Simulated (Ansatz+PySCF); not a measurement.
The numbers below are computed, except where a source is named.
This Ansatz input gave a total energy of -341.24898 hartree.

```yaml
crystal:
  periodic: [false, false, false]
  atoms:
    - { symbol: Al, position_ang: [0.0, 0.0, -0.63094] }
    - { symbol: F, position_ang: [0.0, 0.0, 0.91136] }
basis:
  gaussian: { orbitals: def2-SVP }
hamiltonian:
  xc: hf
scf:
  omitted_lower_state_checks: [starts, atomic_configurations, cluster_reference, orbital_swaps, given_window_search, neighbouring_geometries, increment]
```

(1) Write an input for PySCF with the same method and basis set.

Answers

(1)

```python
from pyscf import gto, scf

mol = gto.M(atom="""
Al 0.000000 0.000000 -0.630940
F 0.000000 0.000000 0.911360
""", basis='def2-svp', charge=0, spin=0)
mf = scf.RHF(mol)
mf.init_guess = 'minao'
mf.kernel()
while True:  # follow internal instabilities
    mo, _, stable, _ = mf.stability(return_status=True)
    if stable: break
    mf.kernel(mf.make_rdm1(mo, mf.mo_occ))
print(mf.converged, mf.e_tot, mf.spin_square()[0])
```

PySCF 2.14.0 gave -341.24898 hartree, 0.00 meV from the first.
